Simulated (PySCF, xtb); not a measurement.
CCl4, SMILES ClC(Cl)(Cl)Cl.

Harmonic wavenumbers (cm⁻¹) from GFN2-xTB (xtb) at its own minimum, in rising order: 188, 188, 271, 271, 271, 442, 638, 639, 639.

Q: What does PBE-D3(BJ)/def2-SVP run with PySCF 2.14.0 give at its own minimum? (The exact figures need the calculation; the answer reports its results.)

A: 207, 207, 305, 305, 305, 448, 730, 730, 730. Paired by order, the mean absolute difference is 47 cm⁻¹ and the zero-point energies are 5.1 and 5.7 kcal/mol.
